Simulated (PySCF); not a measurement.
# Functional benchmark on one molecule

Molecule: `C[PH](C)=S`, C₂H₇PS.

Geometry (Å), atoms numbered from 1 in this order:
```xyz
11

C    -1.3823    0.3598    0.3926
P     0.3379    0.6666   -0.1219
C     1.0684   -0.9895   -0.3214
S     1.3429    1.8869    1.0069
H    -1.8986   -0.3123   -0.3093
H    -1.9047    1.3249    0.4453
H    -1.3670   -0.0837    1.3988
H     0.1636    1.0720   -1.4794
H     2.0868   -0.8754   -0.7175
H     1.1304   -1.4592    0.6709
H     0.4694   -1.6166   -0.9992
```

Geometry PBE0-D3(BJ)/def2-SVP throughout; GIAO in PySCF, gas phase, one conformer, non-relativistic; equivalent atoms averaged; basis pcSseg-2.

Reference values (measured; solution; Ewan Kenneth Macdonald, Aspects of the Chemistry of Some Fluorophosphine Derivatives of Group VI Elements, PhD thesis, University of Edinburgh, 1980): δ(P2) = 5.0 ppm vs 85 % H3PO4. Computed shifts are taken against H3PO4, calculated as an isolated molecule at each level.

Question: How do the functionals HF, LDA, PBE, BLYP, BP86, OPBE, KT2, KT3, B97-D, B3LYP, PBE0, mPW1PW91 perform against the reference? Times are CPU seconds on 1 thread of an Arm Neoverse V2, shared host; the GGAs took longer than the global hybrids here, which isn't the general rule, and the cause wasn't traced.

Answer: 
```
functional           kind     P2  abs. error P  core-s
        HF   Hartree–Fock    2.6           2.4      12
       LDA            LDA  -21.4          26.4      23
       PBE            GGA  -17.6          22.6      27
      BLYP            GGA   -4.8           9.8      27
      BP86            GGA  -14.9          19.9      27
      OPBE            GGA  -24.8          29.8      27
       KT2            GGA  -21.8          26.8      29
       KT3            GGA  -16.3          21.3      27
     B97-D            GGA   -7.5          12.5      28
     B3LYP  global hybrid   -4.4           9.4      21
      PBE0  global hybrid  -16.4          21.4      20
  mPW1PW91  global hybrid  -14.4          19.4      20
```

For ³¹P the closest is HF (2.4 ppm) and the furthest OPBE (29.8 ppm). One molecule is a small sample, and vibrational and solvent effects are absent from the calculation.
